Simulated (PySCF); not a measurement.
Species: methylsilylchloride, CH5ClSi.
Bonds: C1–Si2, Si2–Cl3. Hydrogens: H4, H5, H6 on C1; H7, H8 on Si2.

The same species was optimised twice, with GFN2-xTB and with PBE0-D3(BJ)/def2-SVP (PySCF), and the same property calculations (PySCF, gas phase) were run on both structures.

```tsv
coordinate	GFN2-xTB	PBE0-D3(BJ)/def2-SVP	change
C1–Si2 (Å)	1.896	1.877	-0.019
```

Rotational constants: A = 15804, B = 3962, C = 3356 MHz (GFN2-xTB) against A = 15880, B = 3798, C = 3245 MHz (PBE0-D3(BJ)/def2-SVP). Atoms that the bonding makes alike are paired by their places after alignment. End groups have turned between the structures, so Cl3, H4, H5, H6, H7, H8 are left out of the comparison.

On the GFN2-xTB structure: HOMO (eV) -8.77 [PBE0/pcSseg-1]; LUMO (eV) 0.59 [PBE0/pcSseg-1]; dipole (D) 1.86 [PBE0/pcSseg-1]; GIAO shielding of C1 (ppm) 186.0 [PBE0/pcSseg-1]; GIAO shielding of Si2 (ppm) 363.5 [PBE0/pcSseg-1]; GIAO shielding of Cl3 (ppm) 1007.8 [PBE0/pcSseg-1].

Task: What do these properties become on the PBE0-D3(BJ)/def2-SVP structure?

Result: 
| property | level | on GFN2-xTB | on PBE0-D3(BJ)/def2-SVP | change |
| --- | --- | --- | --- | --- |
| HOMO (eV) | PBE0/pcSseg-1 | -8.77 | -8.78 | -0.01 |
| LUMO (eV) | PBE0/pcSseg-1 | 0.59 | 0.23 | -0.36 |
| dipole (D) | PBE0/pcSseg-1 | 1.86 | 2.19 | +0.33 |
| energy, GFN2-xTB geometry as zero (kcal/mol) | PBE0/pcSseg-1 | 0.0 | 0.4 | +0.4 |
| GIAO shielding of C1 (ppm) | PBE0/pcSseg-1 | 186.0 | 186.3 | +0.3 |
| GIAO shielding of Si2 (ppm) | PBE0/pcSseg-1 | 363.5 | 355.1 | -8.4 |
| GIAO shielding of Cl3 (ppm) | PBE0/pcSseg-1 | 1007.8 | 979.7 | -28.1 |

The heavy atoms differ by 0.030 Å rms after alignment. Among the bonds compared C1–Si2 changes most (-0.019 Å). Changes are differences of the printed values. Neither structure is proved a minimum here.
